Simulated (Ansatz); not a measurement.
# BH3Cl− (SMILES [BH3-]Cl) at wB97M-V/STO-3G

Aim: the energy change on altering one bond length of BH3Cl− at wB97M-V/STO-3G, from 2 runs. 

The calculation is run with Ansatz 0.2.0.

3 further runs of the same task are left out: 3 that didn't finish.

## Step 1: The structure to begin with

The species is BH3Cl− (5 atoms), meant as a singlet with charge -1. As SMILES, `[BH3-]Cl`. Geometry: relaxed at GFN2-xTB.

Bond lengths: B1–Cl2 1.873 Å, B1–H3 1.208 Å, B1–H4 1.208 Å, B1–H5 1.208 Å. Angles: Cl2–B1–H3 106.7°, Cl2–B1–H4 106.7°, Cl2–B1–H5 106.7°, H3–B1–H4 112.0°, H3–B1–H5 112.2°, H4–B1–H5 112.1°.

## Step 2: The energy at wB97M-V/STO-3G

run.yaml reads:

```yaml
crystal:
  periodic: [false, false, false]
  atoms:
    - symbol: B
      position_ang: [0.082390, -0.047870, 0.135930]
    - symbol: Cl
      position_ang: [-0.845860, 0.496450, -1.396970]
    - symbol: H
      position_ang: [1.223080, -0.254620, -0.203070]
    - symbol: H
      position_ang: [-0.460100, -1.051350, 0.532730]
    - symbol: H
      position_ang: [0.000500, 0.857390, 0.931390]
basis:
  gaussian: {orbitals: STO-3G}
total_charge: -1
magnetization: {spin_polarized: false}
hamiltonian: {xc: {name: wB97M-V}}
accuracy: high
```

On the command line:

```console
$ ansatz run run.yaml --threads 1 --pin off --max-ram 2610MiB --events-out events.jsonl --progress --plain --runs-dir runs
```

Standard output:

```text
Warning: RAYON_NUM_THREADS=1 ignored (pool sized by the plan → 1); use --threads N
Functional definition: wB97M-V
  name "wB97M-V"
  parameter omega = 0.3/bohr
  parameter cx = 0.15
  parameter cx01 = 1.007
  parameter cx10 = 0.259
  parameter css00 = 0.443
  parameter css04 = -1.437
  parameter css10 = -4.535
  parameter css20 = -3.390
  parameter css43 = 4.278
  parameter cos00 = 1.000
  parameter cos10 = 1.358
  parameter cos20 = 2.924
  parameter cos21 = -8.812
  parameter cos60 = -1.390
  parameter cos61 = 9.142
  parameter b = 6.0
  parameter c = 0.01
  gx(w, u) = 1 - cx + cx01*u + cx10*w
  gss(w, u) = css00 + css04*u^4 + css10*w + css20*w^2 + css43*w^4*u^3
  gos(w, u) = cos00 + cos10*w + (cos20 + cos21*u)*w^2 + (cos60 + cos61*u)*w^6
  exchange = spin_sum(e_x_unif_sr(omega)*gx(b97_w, b97_u_x)) + cx*exact_x_sr(omega) + exact_x_lr(omega)
  correlation = spin_sum(e_c_pw_mod_same_spin*gss(b97_w, b97_u_same))
      + integral(e_c_pw_mod_opposite_spin*gos(b97_w_opposite, b97_u_opposite)) + vv10(b, c)
282 factors; integrals over basis functions are off by at most 6.2e-9 eV
135 factors; integrals over basis functions are off by at most 7.2e-10 eV
mean field evaluation 1: about -13102.6509 eV, gradient 1.4e1 eV
mean field evaluation 2: about -13103.3941 eV, gradient 5.0e0 eV
mean field evaluation 4: about -13103.4753 eV, gradient 2.9e-2 eV
mean field evaluation 8: about -13103.4424 eV, gradient 4.0e-4 eV
mean field -13103.44240157 eV, -481.5426264253 hartree, gradient 4.2e-8 eV, S^2 0.000000; 0 other end points of the search recorded, 0 dependent functions left out
reference -13103.44240371 eV, -481.5426265042 hartree; 13, 13 occupied and 4, 4 virtual orbitals, 282 factors
Total energy: -13103.44240371 eV, -481.5426265042 hartree
```

Wall time 13 s (1 thread of Arm Neoverse V1, shared host); peak memory 0.24 GiB.

## Step 3: The distorted shape at the same level

molecule.yaml reads:

```yaml
crystal:
  periodic: [false, false, false]
  atoms:
    - {symbol: B, position_ang: [0.102860, -0.274154, -0.062907]}
    - {symbol: Cl, position_ang: [-0.825390, 0.270166, -1.595807]}
    - {symbol: H, position_ang: [1.243550, -0.480904, -0.401907]}
    - {symbol: H, position_ang: [-0.439630, -1.277634, 0.333893]}
    - {symbol: H, position_ang: [0.000500, 0.857390, 0.931390]}
basis:
  gaussian: {orbitals: STO-3G}
total_charge: -1
hamiltonian: {xc: {name: wB97M-V}}
accuracy: high
```

On the command line:

```console
$ ansatz run molecule.yaml --threads 1 --pin off --max-ram 2610MiB --events-out events.jsonl --progress --plain --runs-dir runs
```

Standard output (excerpt; [...] marks lines left out):

```text
Warning: RAYON_NUM_THREADS=1 ignored (pool sized by the plan → 1); use --threads N
[... 2 set-up lines as earlier in the session ...]
[...]
  gx(w, u) = 1 - cx + cx01*u + cx10*w
  gss(w, u) = css00 + css04*u^4 + css10*w + css20*w^2 + css43*w^4*u^3
  gos(w, u) = cos00 + cos10*w + (cos20 + cos21*u)*w^2 + (cos60 + cos61*u)*w^6
[...]
      + integral(e_c_pw_mod_opposite_spin*gos(b97_w_opposite, b97_u_opposite)) + vv10(b, c)
281 factors; integrals over basis functions are off by at most 9.8e-9 eV
135 factors; integrals over basis functions are off by at most 7.2e-10 eV
[...]
mean field -13102.45113166 eV, -481.5061979281 hartree, gradient 1.6e-8 eV, S^2 0.000000; 0 other end points of the search recorded, 0 dependent functions left out
reference -13102.45113386 eV, -481.5061980090 hartree; 13, 13 occupied and 4, 4 virtual orbitals, 281 factors
Total energy: -13102.45113386 eV, -481.5061980090 hartree
```

Run time: 14 s. Hardware: 1 thread of Arm Neoverse V1, shared host; peak memory 0.24 GiB.

## Step 4: What came out

At wB97M-V/STO-3G:

| quantity | value |
| --- | --- |
| first shape: total energy | -481.54263 Eh |
| distorted shape: total energy | -481.50620 Eh |
| energy change with the B1–H5 bond stretched from 1.208 to 1.510 Å | 0.991 eV |

**Reading.** With the B1–H5 bond stretched from 1.208 to 1.510 Å the energy rises by 0.99 eV (22.9 kcal/mol). The first shape isn't relaxed at this level, so the change isn't measured from a minimum. The minimal basis adds a large error of its own.
